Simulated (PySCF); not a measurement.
**Frontier levels across methods**

Species: C₄H₇ClO.
Geometry (PBE0-D3(BJ)/def2-SVP, Å), atoms numbered from 1 in this order:
```
atom  x, y, z in Å
Cl1    1.9628    1.0600    3.2458
C2     1.6576    1.0551    1.4760
C3     0.2104    1.4199    1.1288
C4    -0.3817    0.0691    0.7415
O5     0.6803   -0.5927    0.1015
C6     1.8135   -0.3686    0.8934
H7     2.3786    1.7662    1.0557
H8    -0.3028    1.9204    1.9599
H9     0.2039    2.0941    0.2590
H10   -1.2283    0.1310    0.0441
H11   -0.7098   -0.4855    1.6442
H12    1.8696   -1.0897    1.7309
H13    2.7117   -0.4847    0.2701
```

Basis pcSseg-1 throughout (PySCF), one geometry. The structure is a single PBE0-D3(BJ)/def2-SVP conformer in the gas phase; no vibrational or solvent corrections.

Task: How do the orbital energies, the gap and the dipole change with the method?

Result: 
| method | kind | HOMO (eV) | LUMO (eV) | gap (eV) | μ (D) | SCF cycles |
| --- | --- | --- | --- | --- | --- | --- |
| BLYP | GGA | -6.01 | -0.33 | 5.68 | 1.29 | 15 |
| OPBE | GGA | -6.09 | -0.36 | 5.74 | 1.32 | 14 |
| PBE | GGA | -6.11 | -0.47 | 5.64 | 1.31 | 14 |
| B97-D | GGA | -6.16 | -0.37 | 5.79 | 1.32 | 14 |
| LDA | LDA | -6.23 | -0.71 | 5.52 | 1.33 | 14 |
| BP86 | GGA | -6.23 | -0.56 | 5.67 | 1.33 | 14 |
| KT2 | GGA | -6.32 | -0.55 | 5.77 | 1.33 | 14 |
| KT3 | GGA | -6.32 | -0.49 | 5.83 | 1.30 | 14 |
| B97-2 | global hybrid | -7.47 | 0.56 | 8.03 | 1.34 | 13 |
| B3LYP | global hybrid | -7.47 | 0.36 | 7.84 | 1.32 | 13 |
| PBE0 | global hybrid | -7.74 | 0.61 | 8.35 | 1.34 | 12 |
| mPW1PW91 | global hybrid | -7.79 | 0.60 | 8.39 | 1.34 | 12 |
| CAM-B3LYP | range-separated hybrid | -9.17 | 1.76 | 10.93 | 1.33 | 12 |
| BHandHLYP | global hybrid | -9.30 | 1.69 | 10.99 | 1.36 | 12 |
| wB97X-D | range-separated hybrid | -9.68 | 2.44 | 12.12 | 1.37 | 12 |
| LC-wPBE | range-separated hybrid | -10.51 | 3.01 | 13.52 | 1.34 | 14 |
| HF | Hartree–Fock | -11.69 | 3.97 | 15.66 | 1.44 | 10 |

The HOMO spans 5.68 eV, from BLYP down to HF, and the gap runs from 5.52 eV (LDA) to 15.66 eV (HF). Over the methods BLYP (0 %), OPBE (0 %), PBE (0 %), B97-D (0 %), LDA (0 %), BP86 (0 %), KT2 (0 %), KT3 (0 %), B97-2 (21 %), B3LYP (20 %), PBE0 (25 %), mPW1PW91 (25 %), BHandHLYP (50 %), HF (100 %), a straight line through the gap against the share of exact exchange rises by 1.01 eV for each 10 % (correlation coefficient 0.999). The dipole ranges from 1.29 D (BLYP) to 1.44 D (HF). This basis has no diffuse functions.
